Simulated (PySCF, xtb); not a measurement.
H2O, SMILES O.

xtb with GFN2-xTB at its own geometry gives an orbital gap of 14.39 eV and a dipole moment of 2.22 D.

The structure is a stationary point at TPSSh-D3(BJ)/def2-TZVPD.

Q: What does PySCF with CAM-B3LYP/def2-TZVPD give? (Estimate from the structure and the level; the computed values follow.)

A: gap 11.32 eV (levels -10.67 and 0.65 eV), dipole 1.90 D.
